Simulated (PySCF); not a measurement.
## Property card for phosphanamine, `PN`

Phosphanamine, H4NP.
Numbering: `[NH2:1][PH2:2]` (hydrogens: H3, H4 on N1; H5, H6 on P2)

From GFN2-xTB geometry:

* Point group of the GFN2-xTB geometry: C1
* Rotational constants A, B, C of the GFN2-xTB geometry: 93.903, 13.880, 13.559 GHz

PBE0/pcSseg-1 ground state and GIAO shieldings, non-relativistic (PySCF):

* Dipole moment: 1.77 D
* HOMO energy: -7.37 eV
* LUMO energy: 0.45 eV
* HOMO–LUMO gap: 7.82 eV
* Lowest Hirshfeld atomic charge: -0.28 e on N1
* Highest Hirshfeld atomic charge: +0.12 e on H3
* 1H chemical shifts (computed TMS as zero) by class: 5.12 (H5/H6), 0.35 (H3/H4) ppm
* Isotropic shieldings of nuclei other than C and H, by class: 275 (N1), 419 (P2) ppm
* Mayer bond orders between heavy atoms: N1–P2 1.01

Monoisotopic mass (most abundant isotopes): 49.0081 u.

The dipole matches unit charges of opposite sign 0.37 Å apart (1 e·Å = 4.8032 D). A dipole of 1.77 D is allowed in C1, and pure rotational transitions are dipole-allowed. The rotational constants make it an asymmetric top with κ = (2B − A − C)/(A − C) = -0.99, nearer the prolate limit (−1). With B = h/(8π²I), that is 505.379 GHz u Å² over I, the principal moments of inertia are 5.4, 36.4 and 37.3 u Å² (most abundant isotopes); the inertial defect Ic − Ia − Ib is -4.5 u Å² (zero for a rigid planar frame, negative otherwise).

Isolated species at its GFN2-xTB geometry (one conformer only). NMR classes are plain means over equivalent atoms (diastereotopic ones count apart unless rotation or inversion swaps them), as if these changed places fast; in this geometry the members of some classes differ.

For the NMR shielding job (PBE0/pcSseg-1), time: 1.9 s wall. Hardware: x86-64 server, one thread, shared host.

Shape of the structure used: `[NH2:1][PH2:2]`: H–N1–P2–H -65°, H–N1–P2–H 27°.
